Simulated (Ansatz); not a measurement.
AlH (charge +1), a geometry optimisation

Program: Ansatz's Python interface.

Notebook, run cell by cell (the value of a cell's last expression is shown):

```python
import itertools

import ansatz as az
from ase import Atoms
from ase.data import atomic_numbers, covalent_radii
import numpy as np
```

```python
atoms = Atoms(["Al", "H"], positions=[
    [0.0, 0.0, 0.0],
    [0.0, 0.0, 1.615],
])
mol = az.Crystal.molecule_from_ase(atoms)

calc = (
    mol.calculation()
    .basis(gaussian="6-31G*")
    .correlation("ccsd_t")
    .charge(1)
    .spin("collinear", total=1)
)
symbols = [site.symbol for site in mol.cartesian_sites]
start = np.array([site.position_ang for site in mol.cartesian_sites], dtype=float)
report = calc.relax(force_tolerance=0.01, max_steps=100).run(threads=1, pin="off").report
end = np.array(report["positions_ang"])
```

```python
print("reference energy %16.6f eV" % report["reference_energy_ev"])
print("total energy     %16.6f eV" % report["free_energy_ev"])
print("occupied orbitals outside the frozen core (up, down):", report["n_occupied"], " frozen:", report["n_frozen"], " virtual:", report["n_virtual"])
```

    reference energy     -6589.857492 eV
    total energy         -6590.821782 eV
    occupied orbitals outside the frozen core (up, down): [2, 1]  frozen: 5  virtual: [14, 15]

```python
# pairs closer than 1.2 times the sum of covalent radii, before or after
radius = [covalent_radii[atomic_numbers[s]] for s in symbols]
span = lambda where, i, j: np.linalg.norm(where[i] - where[j])
bonded = [(i, j) for i, j in itertools.combinations(range(len(symbols)), 2) if min(span(start, i, j), span(end, i, j)) < 1.2 * (radius[i] + radius[j])]
print("pair        before    after (A)")
for i, j in bonded:
    print(f"{symbols[i]}{i}-{symbols[j]}{j}".ljust(10), f"{span(start, i, j):8.4f} {span(end, i, j):8.4f}")
```

    pair        before    after (A)
    Al0-H1       1.6150   1.6409

Reading the output:
- Total energies depend on the basis set; only differences at equal settings carry meaning.
- The end point is the stationary point reached from this start; no frequency run checks that it is a minimum, and the basis set is modest.
- The run takes the species as open-shell (spin multiplicity 2), which needn't be its ground state.
- Finished in 1.5 s on 1 thread of Arm Neoverse V1, with other jobs on the host, peak memory 0.15 GiB.
